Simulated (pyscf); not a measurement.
H₂Al–PH₂ (SMILES [AlH2][PH2]) + SiH₄ (SMILES [SiH4]) → H₂Al–PH₂ (SMILES [AlH2][PH2]) + SiH₄ (SMILES [SiH4]) (four-centre exchange; singlet surface; Al–H, H–Si broken, Al–H, H–Si formed). Single points on ωB97X-D3(BJ)/def2-SVP structures (PySCF, gas phase). MP2 and CC: frozen core, UHF for open shells. ΔMP2 is the change of the MP2 total energy from the triple- to the quadruple-zeta basis. Energies in kJ/mol from the separated reactants.

```json
[
 {"level": "ωB97X-D3(BJ)/def2-TZVP", "barrier": "19.2", "reaction energy": "0.0"},
 {"level": "PBE/def2-TZVP", "barrier": "22.0", "reaction energy": "0.0"},
 {"level": "r²SCAN/def2-TZVP", "barrier": "…", "reaction energy": "0.0"},
 {"level": "ωB97M-D3(BJ)/def2-TZVP", "barrier": "35.3", "reaction energy": "0.0"},
 {"level": "HF/def2-TZVP", "barrier": "93.6", "reaction energy": "0.0"},
 {"level": "CCSD(T)/def2-TZVPP", "barrier": "39.5", "reaction energy": "0.0"},
 {"level": "CCSD(T)/def2-TZVPP + ΔMP2(QZVPP)", "barrier": "…", "reaction energy": "0.0"}
]
```

Problem. Complete the blanks.

Solution. 
- r²SCAN/def2-TZVP, barrier: 20.0
- CCSD(T)/def2-TZVPP + ΔMP2(QZVPP), barrier: 36.6

Of the functionals in the table, ωB97M-D3(BJ) is closest to CCSD(T)/def2-TZVPP + ΔMP2(QZVPP) in the barrier (1.3 kJ/mol apart) and ωB97X-D3(BJ) least close (17.4 kJ/mol); that level has limits of its own. On the reactant side the descent ends in a complex (not fully relaxed), 31.5 kJ/mol under the separated species and 50.8 kJ/mol under the saddle at ωB97X-D3(BJ)/def2-TZVP. On the product side the descent ends in a complex, 31.6 kJ/mol under the separated species and 50.8 kJ/mol under the saddle at ωB97X-D3(BJ)/def2-TZVP. At the saddle there is also a short Al–Si contact that neither side keeps. This is the saddle that the search found; another between the same sides may lie lower. The CCSD(T) − MP2 part came from Ansatz, without density fitting, on the same reference.
